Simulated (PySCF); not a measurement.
# C5HN (Isocyanodiacetylene): the cost of one run

Programs: PySCF 2.14.0, with density-fitted response routines of our own. Each step states its level of theory. These are calculated values for one molecule in the gas phase, unless marked as measured. Atoms count from 0, in the outputs and in this text.

### Step 1. The molecule as given

7 atoms, charge 0, multiplicity 1; geometry from: MMFF94s. The atoms were then displaced at random by about 0.03 Å, so the start is not that level's minimum.

Bonds of the start (Å): C0–N1 1.26, N1–C2 1.51, C2–C3 1.06, C3–C4 1.64, C4–C5 1.20, C5–H6 1.02.

### Step 2. Geometry optimisation at PBE0-D3(BJ)/def2-SVP

Job settings and geometry (Å):

```
{"job": {"xc": "PBE0", "basis": "def2-SVP", "d3": "d3bj", "grid": 1, "shake": 0.03, "kind": "geom"}, "charge": 0, "multiplicity": 1}
C      3.497320    -0.687390     1.854740
N      2.384830    -0.440480     1.319930
C      1.049340    -0.204230     0.656120
C      0.148950    -0.001980     0.142500
C     -1.320010     0.213070    -0.557260
C     -2.383810     0.436060    -1.061680
H     -3.284770     0.582930    -1.523300
```

Command:

```bash
OMP_NUM_THREADS=1 python probes_run.py task.json out
```

This one command runs all jobs of the session in turn.

**Question.** How long does this first job take on 1 thread of Intel Xeon Platinum 8375C at 2.90GHz, shared host, and how much memory does it need?

About 22 s, with a peak of 0.36 GiB.
